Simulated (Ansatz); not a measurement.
Geometry optimisation, RKS PBE/def2-SVP in Ansatz 0.2.0.

input.yaml

```yaml
crystal:
  periodic: [false, false, false]
  atoms:
    - { symbol: Si, position_ang: [0.0, 0.0, 0.0] }
    - { symbol: F, position_ang: [0.9996, 0.0, 1.4848] }
    - { symbol: H, position_ang: [1.6189, 0.0, 0.3673] }
    - { symbol: H, position_ang: [-0.6877, 1.1914, -0.4862] }
    - { symbol: "N", position_ang: [-0.8572, -1.4851, -0.6061] }
    - { symbol: H, position_ang: [-1.3922, -2.1014, 0.0704] }
    - { symbol: H, position_ang: [-0.8219, -1.7344, -1.6357] }
basis:
  gaussian: { orbitals: def2-SVP }
hamiltonian:
  xc: pbe
relax:
  f_tol: 0.15
  max_steps: 25
  restrain:
    - { distance: [1, 2], at: 0.92, k: 30.0 }
    - { distance: [0, 1], at: 2.79, k: 30.0 }
    - { distance: [0, 2], at: 2.66, k: 30.0 }
```

Run as:

```bash
$ ansatz run input.yaml --threads 1 --pin off --max-ram 2048MiB --backend cpu --events-out ev --progress --plain --runs-dir out
```

Question: Where does it end, and by what steps?

Answer: The run converged. The restraints hold the end off the free minimum. After 15 steps the energy has fallen by 1.832 eV (the restraints' own energy left out); H4 moved furthest, 0.80 Å. Parted: Si1–F2, Si1–H3. Joined: F2–H3.

| step | energy less start (eV) | largest force component (eV/Å) | accepted |
| --- | --- | --- | --- |
| 0 | 0.0000 | 4.555 | yes |
| 1 | 0.8391 | 6.382 | yes |
| 2 | 1.5959 | 7.515 | yes |
| 3 | 1.0516 | 6.606 | yes |
| 4 | -0.1287 | 3.173 | yes |
| 5 | -0.9367 | 1.791 | yes |
| 6 | -1.4045 | 1.892 | yes |
| 7 | -1.5833 | 2.081 | yes |
| 8 | -1.7244 | 1.406 | yes |
| 9 | -1.7113 | 1.567 | no |
| 10 | -1.7971 | 1.000 | yes |
| 11 | -1.8214 | 0.380 | yes |
| 12 | -1.8217 | 0.270 | no |
| 13 | -1.8237 | 0.391 | yes |
| 14 | -1.8249 | 0.377 | yes |
| 15 | -1.8316 | 0.399 | yes |

```xyz
7
Properties=species:S:1:pos:R:3
Si -0.115 0.095 -0.754
F 1.544 0.035 1.487
H 2.085 0.128 0.732
H -1.196 0.859 0.038
N -0.980 -1.406 -0.769
H -1.878 -1.599 -0.317
H -0.602 -2.242 -1.224
```

Whether the end is a true minimum wasn't checked by a vibrational analysis.

Run time: 9.4 s on 1 thread of AMD EPYC 9R45 96-Core Processor (Zen 5) (shared host), peak memory 0.14 GiB.
